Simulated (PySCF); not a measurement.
Molecule: `C1=C(C(=C)F)C1`, C5H5F.

Geometry (Å), atoms numbered from 1 in this order:
```xyz
11

C     1.730   -0.810    0.576
C     1.089   -0.160   -0.392
F     1.751    0.162   -1.532
C    -0.268    0.253   -0.365
C    -1.310    0.831   -0.907
C    -1.521    0.261    0.462
H     1.220   -1.070    1.483
H     2.764   -1.084    0.471
H    -1.769    1.348   -1.712
H    -2.089   -0.655    0.578
H    -1.593    0.928    1.313
```

Frames of a GFN2-xTB Langevin trajectory at 300 K; GIAO PBE0/pcSseg-1 shieldings in PySCF, gas phase, non-relativistic; equivalent atoms averaged within each frame.

Shifts are taken against calculated references (same method and geometry level): $^{13}$C (186.93 ppm) and $^{1}$H (31.72 ppm) against TMS; $^{19}$F (170.95 ppm) against CFCl3. The references are static minima.

**Question.** How do the shifts (ppm) fluctuate along the trajectory?

**Answer.** 
```
         time (fs)     C2     C4     C5     C1    C6      F3    H9    H8    H7  H10/H11
               250  165.6  121.3  116.5  108.5  11.8  -104.4  7.00  6.43  5.54     1.42
               425  170.3  117.7  117.1  106.8   7.9   -99.9  6.83  5.86  4.68     1.52
               625  173.7  113.7  122.1  119.9  15.5   -93.3  8.08  6.12  5.00     2.25
               800  165.1  119.2  115.7  108.5  13.2  -108.7  7.44  5.20  5.23     1.96
              1000  172.6  120.1  123.4  108.3  12.5   -77.7  7.71  5.20  4.96     1.53
    mean of frames  169.5  118.4  119.0  110.4  12.2   -96.8  7.41  5.76  5.08     1.74
standard deviation    4.0    2.9    3.5    5.4   2.8    12.1  0.51  0.55  0.32     0.35
```

5 frames give an uncertainty of the mean of about the standard deviation over 2.2 at best, since frames this close in time may not be independent; classical motion lacks zero-point vibration, and the reference would need the same averaging.
